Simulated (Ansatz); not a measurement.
# Energy profile

The step: BH₃S ([BH2][SH]) + CH₄ → CH₅B ([BH2][CH3]) + H₂S (still joined by a long B–S bond); bonds formed: B1–C6, S2–H5; bonds broken: H5–C6; bonds weakened to dative contacts: B1–S2 (atoms numbered as in the saddle structure below).

```
10
angstrom
B -0.4239 -0.4158 -0.5688
S -0.8362 1.5235 -1.0372
H 0.3014 -0.8616 -1.4043
H -1.5103 -0.8770 -0.3800
H -0.1359 0.7109 0.1754
C 0.4206 -0.3979 0.9456
H 0.3720 1.8471 -1.5272
H 0.4563 -1.4853 1.0392
H -0.0908 -0.0169 1.8333
H 1.4468 -0.0271 0.9241
```

Electronic energies by CCSD(T) at an estimated basis limit (MP2 extrapolated from triple and quadruple zeta, plus CCSD(T) − MP2 in triple zeta), on PBE0-D4/def2-TZVP structures; CH$_{7}$BS, closed shell; no counterpoise correction. Computed with Ansatz 0.2.0 (basis: def2-TZVPP and def2-QZVPP); correlated methods freeze the cores. Extrapolation: Hartree–Fock as exp(−7.88 √X), correlation as X^−2.97.

**Question.** Give the profile in kJ/mol, counted from the separated reactants. (Judge from chemistry; the value comes from the calculation.)

**Answer.** By the calculation:
```json
{"point": "separated: BH$_{3}$S (linked as [BH2][SH]; B1, S2, H3, H4, H7; singlet) + CH$_{4}$ (H5, C6, H8, H9, H10; singlet)", "kJ/mol": "0.0"}
{"point": "start structure", "kJ/mol": "-3.9"}
{"point": "saddle", "kJ/mol": "166.1"}
{"point": "end structure", "kJ/mol": "63.2"}
{"point": "separated: CH$_{5}$B (linked as [BH2][CH3]; B1, H3, H4, C6, H8, H9, H10; singlet) + H$_{2}$S (S2, H5, H7; singlet)", "kJ/mol": "101.6"}
```

The T1 diagnostic stays at or below 0.015.

For scale, one of the runs: CCSD(T)/def2-TZVPP, 202 basis functions, launched by `ansatz run in.yaml --threads 2 --pin off --events-out ev --progress --plain --max-ram 4352MiB`. Hardware: 2 CPU threads of an Intel Xeon Platinum 8259CL, shared host. Wall time 38 s; peak host memory 2.5 GiB.
